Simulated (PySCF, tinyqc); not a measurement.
LCCD on RHF in the sto-3g basis, for CH2, spin multiplicity 1, step by step (part 2 of 2). The lowest restricted solution is unstable here: a spin-polarised one lies 0.0323 hartree lower (PySCF). Computed by tinyqc, a small Python program that keeps every step (integrals from PySCF). Command: `OMP_NUM_THREADS=1 python tinyqc.py 26013 26014 out.jsonl` (the two numbers bound the seeds that draw the settings). One thread of a shared host (Intel(R) Xeon(R) Processor @ 2.60GHz), about 0.09 s of CPU time with the checks.

Geometry (angstrom):
```
atom        x         y        z
C     0.00000   0.00000  0.00000
H     0.00000   0.86300  0.63000
H     0.00000  -0.86300  0.63000
```

## Integrals over molecular orbitals

coefficients C, order 1C 1s, 1C 2s, 1C 2px, 1C 2py, 1C 2pz, 2H 1s, 3H 1s:
```
[[0.99298, -0.21538, 0.00000, 0.13531, 0.00000, -0.17517, 0.00000],
 [0.03118, 0.64665, 0.00000, -0.62181, 0.00000, 1.14419, 0.00000],
 [0.00000, 0.00000, 0.00000, 0.00000, 1.00000, 0.00000, 0.00000],
 [0.00000, 0.00000, 0.53188, 0.00000, 0.00000, 0.00000, 1.13122],
 [0.00689, 0.17700, 0.00000, 0.77836, 0.00000, 0.81719, 0.00000],
 [-0.00775, 0.27403, 0.45853, 0.20850, 0.00000, -0.92487, -0.86432],
 [-0.00775, 0.27403, -0.45853, 0.20850, 0.00000, -0.92487, 0.86432]]
```

core Hamiltonian H = T + V (hartree), order 1C 1s, 1C 2s, 1C 2px, 1C 2py, 1C 2pz, 2H 1s, 3H 1s:
```
[[-18.75213, -4.52413, 0.00000, 0.00000, -0.02078, -1.20449, -1.20449],
 [-4.52413, -5.67736, 0.00000, 0.00000, -0.20990, -2.56406, -2.56406],
 [0.00000, 0.00000, -4.54221, 0.00000, 0.00000, 0.00000, 0.00000],
 [0.00000, 0.00000, 0.00000, -4.71452, 0.00000, -1.66551, 1.66551],
 [-0.02078, -0.20990, 0.00000, 0.00000, -4.63404, -1.27423, -1.27423],
 [-1.20449, -2.56406, 0.00000, -1.66551, -1.27423, -3.67452, -0.88966],
 [-1.20449, -2.56406, 0.00000, 1.66551, -1.27423, -0.88966, -3.67452]]
```

Given earlier and not repeated: Two-electron integrals (ij|kl) in chemists' order.

(pq|rs) = sum C_ip C_jq C_kr C_ls (ij|kl), one index at a time.

one-electron integrals over orbitals h = C^T H C (hartree):
```
[[-18.73697, 0.35043, 0.00000, -0.20802, 0.00000, 0.26331, 0.00000],
 [0.35043, -4.64115, 0.00000, 0.15168, 0.00000, -0.84531, 0.00000],
 [0.00000, 0.00000, -4.12959, 0.00000, 0.00000, 0.00000, -0.82568],
 [-0.20802, 0.15168, 0.00000, -4.41605, 0.00000, -0.35924, 0.00000],
 [0.00000, 0.00000, 0.00000, 0.00000, -4.54221, 0.00000, 0.00000],
 [0.26331, -0.84531, 0.00000, -0.35924, 0.00000, -3.55885, 0.00000],
 [0.00000, 0.00000, -0.82568, 0.00000, 0.00000, 0.00000, -3.68009]]
```

Two-electron integrals over orbitals (pq|rs), unique and non-zero (hartree):
```
(11|11) 3.50621    (21|11) -0.28614   (21|21) 0.03762    (22|11) 0.71631
(22|21) -0.00578   (22|22) 0.56309    (31|31) 0.00785    (32|31) 0.01363
(32|32) 0.14594    (33|11) 0.62123    (33|21) -0.00215   (33|22) 0.52909
(33|33) 0.53761    (41|11) 0.17643    (41|21) -0.01911   (41|22) 0.01688
(41|33) 0.00727    (41|41) 0.02801    (42|11) -0.07670   (42|21) 0.00786
(42|22) 0.03513    (42|33) 0.02251    (42|41) 0.01185    (42|42) 0.06893
(43|31) -0.00322   (43|32) 0.01749    (43|43) 0.03178    (44|11) 0.81305
(44|21) -0.01437   (44|22) 0.49424    (44|33) 0.47254    (44|41) -0.01208
(44|42) -0.08004   (44|44) 0.67885    (51|51) 0.02175    (52|51) 0.02309
(52|52) 0.08769    (53|53) 0.02104    (54|51) -0.01419   (54|52) -0.04056
(54|54) 0.05499    (55|11) 0.85198    (55|21) -0.00914   (55|22) 0.54519
(55|33) 0.49355    (55|41) 0.00512    (55|42) -0.04043   (55|44) 0.58588
(55|55) 0.67283    (61|11) -0.22961   (61|21) 0.03321    (61|22) 0.00270
(61|33) 0.00145    (61|41) -0.00621   (61|42) 0.01493    (61|44) -0.02174
(61|55) -0.00579   (61|61) 0.03562    (62|11) 0.25181    (62|21) -0.00532
(62|22) 0.08300    (62|33) 0.03156    (62|41) 0.01499    (62|42) -0.00175
(62|44) 0.07739    (62|55) 0.12575    (62|61) 0.00262    (62|62) 0.09860
(63|31) 0.00166    (63|32) -0.06505   (63|43) -0.02472   (63|63) 0.07794
(64|11) 0.09976    (64|21) 9.68e-06   (64|22) 0.02828    (64|33) 0.00522
(64|41) 0.00218    (64|42) -0.00896   (64|44) 0.06004    (64|55) 0.04512
(64|61) 0.00154    (64|62) 0.04402    (64|64) 0.03083    (65|51) 0.01726
(65|52) 0.05714    (65|54) -0.01650   (65|65) 0.04648    (66|11) 0.71826
(66|21) -0.00545   (66|22) 0.55527    (66|33) 0.52717    (66|41) 0.02339
(66|42) 0.05595    (66|44) 0.46163    (66|55) 0.51539    (66|61) 0.00738
(66|62) 0.06590    (66|64) 0.01978    (66|66) 0.58950    (71|31) 0.01297
(71|32) 0.02003    (71|43) -0.00568   (71|63) 0.00243    (71|71) 0.02159
(72|31) 0.00817    (72|32) -0.00842   (72|43) -0.03273   (72|63) 0.04784
(72|71) 0.01268    (72|72) 0.05286    (73|11) 0.24418    (73|21) -0.00651
(73|22) 0.04120    (73|33) 0.02540    (73|41) -0.00150   (73|42) -0.05868
(73|44) 0.12383    (73|55) 0.11938    (73|61) -0.00771   (73|62) 0.07319
(73|64) 0.03927    (73|66) 0.00148    (73|73) 0.11891    (74|31) -0.00965
(74|32) -0.07305   (74|43) 0.01358    (74|63) 0.03507    (74|71) -0.01544
(74|72) -0.00779   (74|74) 0.06530    (75|53) 0.01826    (75|75) 0.02155
(76|31) 0.00895    (76|32) 0.11133    (76|43) 0.02933    (76|63) -0.07256
(76|71) 0.01332    (76|72) -0.03109   (76|74) -0.05118   (76|76) 0.11010
(77|11) 0.75125    (77|21) -0.00904   (77|22) 0.52542    (77|33) 0.53204
(77|41) 0.00412    (77|42) -0.00748   (77|44) 0.53022    (77|55) 0.52951
(77|61) -0.00733   (77|62) 0.04343    (77|64) 0.01335    (77|66) 0.52791
(77|73) 0.05890    (77|77) 0.56597
```

## LCCD: starting amplitudes

orbital energies (hartree): [-11.00307, -0.85127, -0.53185, -0.30627, 0.22553, 0.72282, 0.73910]

t_ij^ab = <ij||ab> / (e_i + e_j - e_a - e_b), whose energy is MP2.

Starting amplitudes (spin orbitals 1a, 1b, ...; amplitudes related by a flip of all spins are not repeated; the 24 largest):
```
from      to         t
4a 4b  5a 5b  -0.05170
3a 3b  7a 7b  -0.04678
2a 2b  5a 5b  -0.04072
2a 2b  6a 6b  -0.03132
4a 4b  7a 7b  -0.03123
3a 3b  6a 6b  -0.03106
2a 3b  6a 7b  -0.02573
2a 4b  5a 5b   0.02522
3a 4b  6b 7a   0.01707
2a 4b  6a 6b  -0.01691
2a 3b  6b 7a   0.01682
2a 2b  7a 7b  -0.01662
3a 4b  6a 7b  -0.01525
4a 4b  6a 6b  -0.01498
3a 3b  5a 5b  -0.01389
2a 3a  6a 7a  -0.00891
2a 4b  7a 7b   0.00296
1a 2b  5a 5b  -0.00188
3a 4a  6a 7a   0.00183
1a 1b  6a 6b  -0.00152
1a 4b  7a 7b   0.00121
1a 4b  5a 5b   0.00121
1a 1b  5a 5b  -0.00097
1a 2b  7a 7b  -0.00095
```

correlation energy = -0.0332944 hartree

## LCCD: amplitude update 1

t_ij^ab D_ij^ab are set to the remaining terms of the spin-orbital equations, evaluated with the old amplitudes; for the doubles these are <ij||ab> + 1/2 <ab||ef> t_ij^ef + 1/2 <mn||ij> t_mn^ab + P(ij)P(ab) <mb||ej> t_im^ae, D the orbital-energy denominators (linear CCD).

Amplitudes after update 1 (spin orbitals 1a, 1b, ...; amplitudes related by a flip of all spins are not repeated; the 24 largest):
```
from      to         t
4a 4b  5a 5b  -0.08819
3a 3b  7a 7b  -0.06036
2a 2b  5a 5b  -0.05352
3a 3b  6a 6b  -0.04057
2a 4b  5a 5b   0.04026
4a 4b  7a 7b  -0.03998
2a 2b  6a 6b  -0.03877
2a 3b  6a 7b  -0.03396
2a 3b  6b 7a   0.02491
2a 4b  6a 6b  -0.02422
3a 4b  6b 7a   0.02286
3a 4b  6a 7b  -0.02172
2a 2b  7a 7b  -0.01976
4a 4b  6a 6b  -0.01699
3a 3b  5a 5b  -0.01442
2a 3a  6a 7a  -0.00905
2a 4b  7a 7b   0.00263
1a 2b  5a 5b  -0.00190
1a 1b  6a 6b  -0.00138
1a 4b  7a 7b   0.00120
3a 4a  6a 7a   0.00114
1a 4b  5a 5b   0.00112
1a 2b  7a 7b  -0.00095
1a 3a  6a 7a   0.00083
```

correlation energy = -0.0450606 hartree

## LCCD: amplitude update 2

As before.

Amplitudes after update 2 (spin orbitals 1a, 1b, ...; amplitudes related by a flip of all spins are not repeated; the 24 largest):
```
from      to         t
4a 4b  5a 5b  -0.11621
3a 3b  7a 7b  -0.06493
2a 2b  5a 5b  -0.05776
2a 4b  5a 5b   0.04844
3a 3b  6a 6b  -0.04376
4a 4b  7a 7b  -0.04243
2a 2b  6a 6b  -0.04097
2a 3b  6a 7b  -0.03641
2a 3b  6b 7a   0.02811
2a 4b  6a 6b  -0.02717
3a 4b  6b 7a   0.02494
3a 4b  6a 7b  -0.02444
2a 2b  7a 7b  -0.02036
4a 4b  6a 6b  -0.01702
3a 3b  5a 5b  -0.01253
2a 3a  6a 7a  -0.00830
2a 4b  7a 7b   0.00214
1a 2b  5a 5b  -0.00182
1a 1b  6a 6b  -0.00138
1a 4b  7a 7b   0.00117
1a 4b  5a 5b   0.00095
1a 2b  7a 7b  -0.00093
1a 3a  6a 7a   0.00083
1a 1b  7a 7b  -0.00081
```

correlation energy = -0.0500156 hartree

## LCCD: convergence

E_corr = 1/4 sum <ij||ab> t_ij^ab; stop when the norm of the change is below 1e-8.

Course of the amplitude iterations:
```
update  correlation energy (hartree)  norm of the change
0                         -0.0332944                   -
1                         -0.0450606            1.08e-01
2                         -0.0500156            6.51e-02
3                         -0.0562863            4.71e-02
4                         -0.0574038            2.49e-02
5                         -0.0580348            9.51e-03
6                         -0.0580772            1.04e-03
7                         -0.0580780            1.06e-04
8                         -0.0580783            1.84e-05
9                         -0.0580784            4.45e-06
10                        -0.0580783            7.93e-07
11                        -0.0580783            1.71e-07
12                        -0.0580783            6.63e-08
13                        -0.0580783            3.84e-08
14                        -0.0580783            2.49e-08
15                        -0.0580783            1.03e-08
16                        -0.0580783            1.66e-09
```

Converged amplitudes (spin orbitals 1a, 1b, ...; amplitudes related by a flip of all spins are not repeated; the 24 largest):
```
from      to         t
4a 4b  5a 5b  -0.25099
3a 3b  7a 7b  -0.06781
2a 2b  5a 5b  -0.05399
2a 4b  5a 5b   0.04965
3a 3b  6a 6b  -0.04559
2a 2b  6a 6b  -0.04243
4a 4b  7a 7b  -0.04146
2a 3b  6a 7b  -0.03748
2a 3b  6b 7a   0.03009
2a 4b  6a 6b  -0.02873
3a 4b  6a 7b  -0.02629
3a 4b  6b 7a   0.02620
2a 2b  7a 7b  -0.02041
4a 4b  6a 6b  -0.01280
2a 3a  6a 7a  -0.00739
3a 3b  5a 5b  -0.00415
2a 4b  7a 7b   0.00175
1a 2b  5a 5b  -0.00165
1a 1b  6a 6b  -0.00139
1a 4b  7a 7b   0.00116
1a 2b  7a 7b  -0.00092
1a 3a  6a 7a   0.00082
1a 1b  7a 7b  -0.00080
1a 3b  6a 7b   0.00054
```

LCCD total energy = -38.4246101 hartree

Converged in 16 updates, with DIIS from the third.
